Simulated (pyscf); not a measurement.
Single points on ωB97X-D3(BJ)/def2-SVP structures (PySCF, gas phase).

SMILES: [SiH3][Si]([SiH3])(F)F
```xyz
11

F      0.5474     0.1866    -2.8081
Si    -0.2772    -0.1034    -1.4330
F     -0.7882    -1.6482    -1.5179
Si     1.1961     0.0898     0.3661
Si    -2.1474     1.2905    -1.3940
H      1.6838     1.4981     0.4381
H      0.4649    -0.2362     1.6252
H      2.3519    -0.8362     0.1996
H     -2.9909     1.0648    -2.6017
H     -2.9396     1.0014    -0.1632
H     -1.6890     2.7098    -1.3556
```

Question: What is the homolytic dissociation enthalpy (298 K, ωB97M-D3(BJ)/def2-TZVP) of the Si–Si bond of F–Si(F)(SiH₃)–SiH₃ (SMILES F[Si](F)([SiH3])[SiH3]), to F–Si•(F)–SiH₃ + SiH₃•?

Answer: Si–Si to F–Si•(F)–SiH₃ + SiH₃•: 312.0 kJ/mol. The 7 functionals that were run give +287.8 (r²SCAN) to +332.5 kJ/mol (ωB97X-D3(BJ)). Other isomers of F–Si•(F)–SiH₃ were not searched in full and may lie lower.
